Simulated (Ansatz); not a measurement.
Anatase TiO2 (metastable phase) was calculated with BLYP (Ansatz, a first-principles code, PAW).

Settings: plane-wave cutoff 520 eV, 12×12×12 k mesh, Fermi–Dirac smearing 0.01 eV, no spin polarisation, scalar-relativistic PAW data made under PBE.

Cell (relaxed at this level):

```xyz
6
Lattice="-1.9099 1.9099 4.9191 1.9099 -1.9099 4.9191 1.9099 1.9099 -4.9191" Properties=species:S:1:pos:R:3 pbc="T T T"
Ti     0.0000     1.9099     2.4595
Ti     0.0000     0.0000     0.0000
O      0.0000     1.9099     0.4380
O      0.0000     0.0000     7.8166
O      0.0000     0.0000     2.0216
O      0.0000     1.9099     4.4811
```

Question: Give the computed direct gap at Γ, band gap, pressure derivative B′ of the bulk modulus and bulk modulus.

Answer: 
direct gap at Γ: 2.48 eV
band gap: 2.10 eV (indirect)
pressure derivative B′ of the bulk modulus: 2.9
bulk modulus: 168 GPa

Measured, for comparison: band gap 3.42 eV (low temperature, zero-point motion not removed, gap of extended states, from the Urbach tail; as tabulated in Kang and Hybertsen (2010), arXiv:1006.4085). Computed (rounded) less measured: band gap -1.32 eV.

Note: the bulk modulus comes from volumes at which shape and atoms were relaxed.

Static lattice: no zero-point or thermal effects.

Cost on a shared machine: around 10 core-minutes (rough).
